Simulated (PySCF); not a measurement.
Disulfur monoxide, OS₂, SMILES O=S=S, point group Cs.

Force field and properties: KT2/6-311+G(2d,p) (PySCF, grid level 2). Vibrational terms come from second-order perturbation theory with semi-diagonal cubic constants, by steps of ±0.4 along the normal coordinates of each isotopologue. The parent has the commonest isotopes.

Equilibrium geometry (Å):

| atom | x | y | z |
| --- | --- | --- | --- |
| O1 | -1.3463 | -0.2516 | 0.2122 |
| S2 | -0.1749 | 0.3970 | -0.4126 |
| S3 | 1.5671 | -0.1555 | 0.1502 |

(1) Give the equilibrium and ground-state rotational constants (MHz) of parent; ¹⁷O at 1.

(2) How is the parent's vibrational correction B0 − Be made up?

(3) And its quartic centrifugal distortion constants from the harmonic force field?

Answers

(1) 
| species | Ae | Be | Ce | A0 | B0 | C0 | Δ0 (u Å²) | harmonic ZPE (cm⁻¹) |
| --- | --- | --- | --- | --- | --- | --- | --- | --- |
| parent | 40866 | 4919 | 4390.5 | 41003 | 4904.8 | 4373.7 | 0.188 | 1084 |
| ¹⁷O at 1 | 39885 | 4801.8 | 4285.9 | 40017 | 4788.1 | 4269.5 | 0.190 | 1070 |

Δ0 = Ic − Ia − Ib from the ground-state constants.

(2) 
```csv
axis,harmonic,Coriolis,cubic,total (MHz)
a,318,-0,-181,137
b,7.83,-0,-22,-14.1
c,3.21,-0.455,-19.6,-16.8
```

(3) Asymmetric top, A reduction, Ir representation: ΔJ = 1.89 kHz, ΔJK = -34.6 kHz, ΔK = 1190 kHz, δJ = 0.349 kHz, δK = 11.5 kHz.
